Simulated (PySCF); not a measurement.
# SiO+: bond curves at several levels of theory

Aim: find the lowest electronic state of SiO+, scan its bond at several levels of theory, and get bond length, wavenumber and dissociation energy from each curve.

Method: Si pcseg-2, O pcseg-2, no relativity; program: PySCF 2.14.0.

**1. Input**

A driver script around PySCF takes these settings:

* atoms: Si, O
* charge: 1
* basis: Si pcseg-2, O pcseg-2
* Hamiltonian: no relativity
* basis functions: 64
* electrons treated: 21
* masses in u: 27.9769, 15.9949
* levels: PBE0, PBE, r²SCAN, BHandHLYP, TPSSh, M06-L, LC-ωPBE, HF, MP2, SCS-MP2, CCSD, CCSD(T)
* grid: 80 radial by 434 angular points
* occupations: held fixed by the projection of orbital angular momentum
* dissociation limit: Si+ + O, each in its ground configuration
* starting distance in angstrom: 1.815
* values of 2S to try: 1, 3

Command:

```
$ OMP_NUM_THREADS=1 python dia.py task.json out
```

Further steps of the session: First curve: PBE0; Excited determinants; PBE; r²SCAN; BHandHLYP; TPSSh (hybrid meta-GGA); M06-L (meta-GGA); LC-ωPBE (range-separated hybrid); UHF (mean field); Adding correlation.

Q: Predict the outcome of this session. Wanted: for each run, Re; ωe; De; μ.

**Answer**, as computed:

Lowest PBE0 solution found, without spin–orbit coupling: ²Σ⁺ (doublet), unpaired electrons σ ↑. State 2 has its PBE0 minimum 0.19 eV higher. State 3 has its PBE0 minimum 3.82 eV higher. The other levels ran on the lowest alone.

```tsv
level	Re (Å)	ωe (cm⁻¹)	De (eV)	μ (D)
UHF-CCSD	1.524	1163	4.32	n/a
UHF-CCSD(T)	1.528	1150	4.61	n/a
PBE	1.526	1154	5.39	-4.34
r²SCAN	1.514	1185	5.12	-4.45
M06-L	1.514	1172	4.97	-4.16
TPSSh	1.519	1163	4.79	-4.37
PBE0	1.514	1167	4.72	-4.43
BHandHLYP	1.517	1132	4.01	-4.30
LC-ωPBE	1.506	1176	4.65	-4.63
```

De is counted to Si+ + O in their ground configurations. A positive dipole points from Si to O; in an ion it is taken about the centre of mass and does not tell which atom is negative. No constants: UHF (the points don't follow one smooth fit); UHF-MP2 (the points don't follow one smooth fit); UHF-SCS-MP2 (the points don't follow one smooth fit).

**Reading.** Bond lengths run from 1.506 Å (LC-ωPBE) to 1.528 Å (UHF-CCSD(T)). Of the levels with a De here, BHandHLYP gives the least (4.01 eV) and PBE the most (5.39 eV).

Correlated steps freeze 6 core orbitals. T1 is 0.078 near the minimum (highest on the curve 0.080), which may point to more than one leading configuration.
